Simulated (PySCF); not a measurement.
# One shape, several levels: triplet OF2

Aim: a comparison of 6 runs (UBHLYP/cc-pVTZ, UBLYP/cc-pVTZ, UPBE/cc-pVTZ, UPBE0/cc-pVTZ, USVWN5/cc-pVTZ, UCCSD(T)/cc-pVTZ) of triplet OF2. 

Program for the calculation: PySCF 2.14.0.

1 further run of the same task is left out (set aside as unsound or not needed).

**1. The molecule**

OF2 has 3 atoms, charge 0, and is taken as a triplet. SMILES of the parent species: `FOF`. The shape is that of a PBE0-D4/def2-TZVP optimisation. That shape belongs to the parent species and isn't relaxed for this state.

Bond lengths: F1–O2 1.381 Å, O2–F3 1.381 Å. Angles: F1–O2–F3 103.9°.

**2. A single-point energy at UBHLYP/cc-pVTZ (run 1)**

Input file input.py:

```python
from pyscf import gto, dft

mol = gto.M(
    atom='''
F        0.953290      -0.339960       0.488270
O        0.000520       0.563910       0.062040
F       -0.953810      -0.223960      -0.550310
''',
    basis='cc-pvtz',
    spin=2,
    max_memory=1860,
    verbose=3,
)

mf = dft.UKS(mol)
mf.xc = 'bhandhlyp'
mf.grids.level = 5
mf.conv_tol = 1e-10
mf.kernel()
if not mf.converged:
    mf = mf.newton().run(mf.mo_coeff, mf.mo_occ)

e_tot = mf.e_tot
print('Final energy', e_tot)
```

On the command line:

```
$ OMP_NUM_THREADS=1 python input.py
```

Log:

```text
WARN: HOMO -0.0981827351318465 >= LUMO -0.321681966247475

converged SCF energy = -274.506174713628  <S^2> = 2.0258159  2S+1 = 3.0171615
Final energy -274.506174713628
```

Wall time 7.5 s (1 thread of AMD EPYC 9R45 (Zen 5), shared host); peak memory 0.44 GiB.

**3. The energy at UBLYP/cc-pVTZ (run 2)**

Input file job.py:

```python
from pyscf import gto, dft

mol = gto.Mole()
mol.atom = '''
F    0.953290  -0.339960   0.488270
O    0.000520   0.563910   0.062040
F   -0.953810  -0.223960  -0.550310
'''
mol.verbose = 3
mol.basis = 'cc-pvtz'
mol.max_memory = 1860
mol.spin = 2
mol.build()

calc0 = dft.UKS(mol, xc='blyp')
calc0.grids.level = 5
calc0.conv_tol = 1e-10
calc0.kernel()
if not calc0.converged:
    calc0 = calc0.newton().run(calc0.mo_coeff, calc0.mo_occ)

etot = calc0.e_tot
print('E(%s) = %.9f' % ('BLYP', etot))
```

On the command line:

```
$ OMP_NUM_THREADS=1 python job.py
```

Log:

```text
WARN: HOMO -0.102338462668584 >= LUMO -0.282059402730008

WARN: HOMO -0.129275949945434 >= LUMO -0.235345372927766

WARN: HOMO -0.122387111698973 >= LUMO -0.222941618536632

WARN: HOMO -0.143499247564113 >= LUMO -0.243152754090273

WARN: HOMO -0.136171540772265 >= LUMO -0.234956585606382

WARN: HOMO -0.13545540837119 >= LUMO -0.234241604064939

WARN: HOMO -0.137074507016768 >= LUMO -0.235165785287206

WARN: HOMO -0.137075905492312 >= LUMO -0.235110451775419

WARN: HOMO -0.137080344168647 >= LUMO -0.235102366799827

WARN: HOMO -0.137078233179192 >= LUMO -0.235100444790547

WARN: HOMO -0.137078571204283 >= LUMO -0.235100767306937

WARN: HOMO -0.137078391684497 >= LUMO -0.235100564624307

converged SCF energy = -274.648025671348  <S^2> = 2.0036697  2S+1 = 3.0024454
E(BLYP) = -274.648025671
```

Wall time 5.7 s (1 thread of AMD EPYC 9R45 (Zen 5), shared host); peak memory 0.44 GiB.

Runs 3 to 5 aren't shown in full; the table further down has their settings and results.

**4. The energy at UCCSD(T)/cc-pVTZ (run 6)**

Input file job.py:

```python
from pyscf import gto, cc

molecule = gto.Mole()
molecule.atom = '''
F      1.801457    -0.642431     0.922697
O      0.000983     1.065635     0.117239
F     -1.802440    -0.423223    -1.039935
'''
molecule.unit = 'bohr'
molecule.verbose = 3
molecule.max_memory = 1860
molecule.basis = 'cc-pvtz'
molecule.spin = 2
molecule.build()

myscf = molecule.UHF()
myscf.conv_tol = 1e-10
myscf.kernel()
if not myscf.converged:
    myscf = myscf.newton().run(myscf.mo_coeff, myscf.mo_occ)

mycc = cc.CCSD(myscf, frozen=3)
mycc.kernel()
e_t = mycc.ccsd_t()
e_final = mycc.e_tot + e_t
print(f'total energy: {e_final:.8f} hartree')
```

On the command line:

```
$ OMP_NUM_THREADS=1 python job.py
```

Log:

```text
WARN: HOMO -0.0498942079053695 >= LUMO -0.318867301500076

converged SCF energy = -273.439082757641  <S^2> = 2.0998798  2S+1 = 3.0658635
E(UCCSD) = -274.1745954527297  E_corr = -0.7355126950891402
UCCSD(T) correction = -0.0317583263478022
total energy: -274.20635378 hartree
```

Run time: 55 s. Hardware: 1 thread of AMD EPYC 9R45 (Zen 5), shared host; peak memory 2.5 GiB.

**5. All runs side by side**

| run | level | integration grid | frozen core orbitals | energy (Eh) | dipole moment (D) of the reference | HOMO energy (eV) | ⟨S²⟩ | wall time |
| --- | --- | --- | --- | --- | --- | --- | --- | --- |
| 1 | UBHLYP/cc-pVTZ | 5 | – | -274.506175 | 1.01 | -8.18 | 2.026 | 7.5 s |
| 2 | UBLYP/cc-pVTZ | 5 | – | -274.648026 | 0.58 | -3.73 | 2.004 | 5.7 s |
| 3 | UPBE/cc-pVTZ | 5 | – | -274.405327 | 0.57 | -3.72 | 2.003 | 5.7 s |
| 4 | UPBE0/cc-pVTZ | 5 | – | -274.371351 | 0.80 | -5.94 | 2.011 | 6.9 s |
| 5 | USVWN5/cc-pVTZ | 5 | – | -272.876650 | 0.55 | -3.89 | 2.003 | 3.6 s |
| 6 | UCCSD(T)/cc-pVTZ | – | 3 | -274.206354 | 1.30 | -11.99 | 2.100 | 55 s |

**6. Outcome**

```
                                                         quantity          value
                                              run 6: total energy  -274.20635 Eh
                      run 6: dipole moment (Hartree–Fock density)         1.30 D
run 6: HOMO energy (Hartree–Fock orbitals) (highest over α and β)      -11.99 eV
 run 6: LUMO energy (Hartree–Fock orbitals) (lowest over α and β)        0.95 eV
               run 6: correlation energy (3 core orbitals frozen)     -767.3 mEh
                                            run 6: (T) correction     -31.76 mEh
                         run 6: ⟨S²⟩ of the reference determinant          2.100
                                             run 6: T1 diagnostic          0.042
```

Over runs 1, 2, 3, 4, 5 the dipole moment (its size) runs from 0.55 D (USVWN5/cc-pVTZ) to 1.01 D (UBHLYP/cc-pVTZ). Totals of different functionals can't be ranked against each other. All runs together took 84 s, the longest 55 s.
